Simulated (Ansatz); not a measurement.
## AsH$_{2}$⁺, triplet: bend scan

Starting geometry (PBE0/def2-TZVP stationary point for this spin, not checked as a minimum):

```xyz
3

As    0.0000   -0.0191    0.0000
H     0.0000    0.7098   -1.3240
H     0.0000    0.7098    1.3240
```

From there the angle named below is changed in its plane at fixed bond lengths, both arms turning rigidly about the middle atom; atoms are numbered as listed. Energies are in kJ/mol, counted from the starting geometry at the same level.

Basis cc-pVDZ; Ansatz 0.2.0. Only valence electrons are correlated (noble-gas cores and the filled d shells of p-block atoms frozen). R marks a restricted (for open shells ROHF) determinant. No spin–orbit coupling is included, and no scalar relativity.

Full CI is exact within this basis and frozen core; it isn't the basis-set limit.

```csv
angle H2-As1-H3 (°),RMP2
67.1,181.6
87.5,65.1
107.6,10.3
119.7,0.2
122.3,0.0
139.8,14.2
161.0,58.9
180.0,86.6
```

**Question.** Estimate the full CI curve in cc-pVDZ from this one, knowing how RMP2 errs.

**Answer.** The computed full CI values, in kJ/mol from the starting point, and the error of RMP2 against them:
```
angle H2-As1-H3 (°)  full CI  RMP2 less full CI
               67.1    175.4                6.2
               87.5     62.6                2.5
              107.6      9.9                0.4
              119.7      0.2                0.0
              122.3      0.0                0.0
              139.8     13.2                0.9
              161.0     54.2                4.7
              180.0     80.1                6.5
```

The error spans 6.5 kJ/mol and is largest, 6.5 kJ/mol, at 180.0 °.
